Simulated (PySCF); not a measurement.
```xyz
4

N     0.0006   -0.0169   -0.0248
O     1.2465   -0.0185    0.0227
O    -0.6481    1.0773    0.0101
O    -0.6226   -1.0772   -0.0297
```

Basis set: cc-pVTZ (spherical functions). Correlated methods keep 4 orbitals frozen. Charge -1, multiplicity 1.

Starred EOM-CCSD(T)(a) on the restricted Hartree–Fock determinant with PySCF 2.14.0; the energies are vertical.

Problem. The solver was asked for the few lowest roots only. Give the ionization energies of singlet NO₃(-) among them whose weight of singles is over 0.7.

Solution.

| root | energy (eV) | weight of singles |
| --- | --- | --- |
| 1 | 3.47 | 0.95 |
| 2 | 4.59 | 0.94 |
| 3 | 4.79 | 0.94 |

Higher main lines weren't sought. Caution: no diffuse functions for an anion.
